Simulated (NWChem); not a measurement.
# BNH3O (SMILES N[B]O): UPBE0/6-311+G(d,p)

What is the vertical ionisation energy of BNH3O at UPBE0/6-311+G**? 

The calculation is run with NWChem 7.3.0.

**1. Starting point**

The species is BNH3O (6 atoms), meant as a doublet with charge 0. As SMILES, `N[B]O`. The coordinates come from a PBE0-D4/def2-TZVP relaxation. This is one conformer, not always the lowest.

Bond lengths: N1–B2 1.390 Å, B2–O3 1.359 Å, N1–H4 1.002 Å, N1–H5 1.010 Å, O3–H6 0.958 Å. Angles: N1–B2–O3 122.6°, B2–N1–H4 122.8°, B2–N1–H5 122.6°, B2–O3–H6 113.3°, H4–N1–H5 114.6°.

**2. A single-point energy at UPBE0/6-311+G(d,p)**

Input file test.nw:

```
start test
memory total 2200 mb
geometry noautosym nocenter noautoz
  N    -0.781300    0.184600   -0.560400
  B     0.032600   -0.490400    0.341500
  O     1.270200   -0.047100    0.684600
  H    -1.694900   -0.139800   -0.815500
  H    -0.498900    1.042700   -1.012000
  H     1.714300   -0.614000    1.315700
end
basis spherical bse
  * library 6-311+G**
end
dft
  xc pbe0
  mult 2
  grid fine
  convergence energy 1e-08
  iterations 100
  mulliken
  print low
end
task dft
```

The run is started by

```console
nwchem test.nw > test.out
```

Output:

```text
[...]
 d= 0,ls=0.0,diis     1   -156.4453051416 -2.18D+02  7.88D-03  1.64D-01     1.2
[...]
 d= 0,ls=0.0,diis    11   -156.5215939304 -9.48D-09  2.44D-07  7.88D-10    11.2
[...]
         Total DFT energy =     -156.521593930377
      One electron energy =     -334.455064280258
           Coulomb energy =      137.043927264283
    Exchange-Corr. energy =      -20.548921419269
 Nuclear repulsion energy =       61.438464504867
[...]
      Total Density - Mulliken Population Analysis
     ---------------------------------------------
    Atom       Charge   Shell Charges
 -----------   ------   -------------------------------------------------------
    1 N    7     7.58   1.10  0.90  0.80  0.84  1.84  0.61  1.33 -0.00  0.15  0.01
    2 B    5     4.91   1.13  0.86  0.46  0.64  0.91  0.38  0.26  0.08  0.02  0.18
    3 O    8     8.31   1.08  0.91  0.97  0.99  2.09  0.75  1.44 -0.03  0.09  0.01
    4 H    1     0.73   0.27  0.41 -0.00  0.05
    5 H    1     0.75   0.27  0.41  0.02  0.05
    6 H    1     0.72   0.27  0.36  0.02  0.07
[...]
      <S2> =      0.7527 (Exact =     0.7500)
[...]
```

Wall time 12 s (1 thread of Intel Xeon 6975P-C (Granite Rapids), shared host); peak memory 0.11 GiB.

**3. The singlet cation, same level**

Input file bh3no.nw:

```
start bh3no
memory stack 880 mb heap 220 mb global 1100 mb
charge 1

geometry units angstroms noautosym nocenter noautoz
  N     -0.781300     0.184600    -0.560400
  B      0.032600    -0.490400     0.341500
  O      1.270200    -0.047100     0.684600
  H     -1.694900    -0.139800    -0.815500
  H     -0.498900     1.042700    -1.012000
  H      1.714300    -0.614000     1.315700
end

basis "ao basis" spherical bse
  * library 6-311+G**
end

dft
  xc pbe0
  grid fine
  convergence energy 1e-08
  iterations 100
  mulliken
  print low
end

task dft
```

The run is started by

```console
nwchem bh3no.nw > bh3no.out
```

Output:

```text
[...]
 d= 0,ls=0.0,diis     1   -155.9384208289 -2.17D+02  2.20D-02  2.93D+00     0.9
[...]
 d= 0,ls=0.0,diis    10   -156.2209066781 -6.44D-09  4.60D-07  6.60D-09     6.9
         Total DFT energy =     -156.220906678080
      One electron energy =     -328.014251654584
           Coulomb energy =      130.573840974981
    Exchange-Corr. energy =      -20.218960503344
 Nuclear repulsion energy =       61.438464504867
[...]
      Total Density - Mulliken Population Analysis
     ---------------------------------------------
    Atom       Charge   Shell Charges
 -----------   ------   -------------------------------------------------------
    1 N    7     7.50   1.10  0.90  0.80  0.84  1.85  0.61  1.27  0.03  0.10  0.01
    2 B    5     4.40   1.13  0.86  0.42  0.67  0.84  0.13  0.14  0.00  0.01  0.19
    3 O    8     8.13   1.08  0.91  0.96  1.02  2.07  0.74  1.35 -0.03  0.02  0.01
    4 H    1     0.66   0.26  0.39 -0.03  0.05
    5 H    1     0.64   0.25  0.37 -0.03  0.05
    6 H    1     0.67   0.26  0.33  0.01  0.07
[...]
```

Run time: 7.5 s. Hardware: 1 thread of Intel Xeon 6975P-C (Granite Rapids), shared host; peak memory 0.11 GiB.

**4. Results**

At UPBE0/6-311+G**:

| quantity | value |
| --- | --- |
| doublet BNH3O: total energy | -156.52159 Eh |
| doublet BNH3O: ⟨S²⟩ | 0.753 |
| singlet cation: total energy | -156.22091 Eh |
| vertical ionisation energy (to the singlet cation) | 8.182 eV |

**Reading.** The vertical ionisation energy comes to 8.18 eV (189 kcal/mol). Only the singlet of the ionised species was computed; a triplet could lie lower. Mulliken charges (singlet cation) run from -0.50 on N1 to +0.60 on B2; in a basis this large or diffuse they mean little.
